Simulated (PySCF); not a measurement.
Molecule: `CCN`, C2H7N.

Atoms are numbered as in `[CH3:1][CH2:2][NH2:3]`; H(Xn) means a hydrogen on atom n.

Geometry PBE0-D3(BJ)/def2-SVP throughout; GIAO in PySCF 2.14.0 with density-fitted response routines, gas phase, one conformer, non-relativistic; equivalent atoms averaged; basis pcSseg-2.

(1) How do the shifts δ (against TMS, NH3 at the same level) depend on the functional? (ppm; last column core-seconds on shared hosts with different chips, so compare them loosely; the GGAs took longer than the global hybrids here, which isn't the general rule, and the cause wasn't traced)

(2) Which nucleus moves most, in ppm?

## Answers

(1) 
```csv
functional,kind,C2,C1,N3,H(C2),H(C1),H(N3),core-s
HF,Hartree–Fock,37.8,20.3,30.2,2.46,1.09,0.53,5.6
LDA,LDA,43.2,19.2,48.1,3.06,1.05,0.42,15
PBE,GGA,44.1,20.2,46.4,3.01,1.06,0.41,18
BLYP,GGA,45.5,21.1,49.0,3.05,1.12,0.49,19
BP86,GGA,43.9,20.2,44.5,2.99,1.06,0.39,18
OPBE,GGA,42.9,19.7,41.8,2.94,1.01,0.34,19
KT2,GGA,43.4,19.8,44.8,3.01,1.05,0.43,19
KT3,GGA,44.0,20.4,44.6,2.98,1.07,0.46,19
B97-D,GGA,44.3,20.7,44.1,3.00,1.09,0.46,18
B3LYP,global hybrid,43.4,20.7,43.6,2.87,1.10,0.47,12
PBE0,global hybrid,41.7,19.9,40.0,2.80,1.05,0.40,12
mPW1PW91,global hybrid,41.9,20.0,39.5,2.79,1.04,0.39,13
WP04,global hybrid,44.3,20.8,37.2,2.67,1.03,0.50,9
B97-2,global hybrid,42.2,20.2,39.4,2.81,1.06,0.41,12
BHandHLYP,global hybrid,41.0,20.5,38.0,2.69,1.09,0.49,12
CAM-B3LYP,range-separated hybrid,41.9,20.3,41.2,2.80,1.11,0.48,15
wB97X-D,range-separated hybrid,41.4,20.0,37.3,2.73,1.06,0.41,15
LC-wPBE,range-separated hybrid,39.4,19.4,33.9,2.64,1.05,0.37,22
```

(2) N3 (amine nitrogen): from 30.2 ppm with HF to 49.0 ppm with BLYP. The smallest spread is 0.10 ppm, at H(C1). Proton shifts span only some 12 ppm, so a few tenths of a ppm matter as much there as several ppm in carbon.
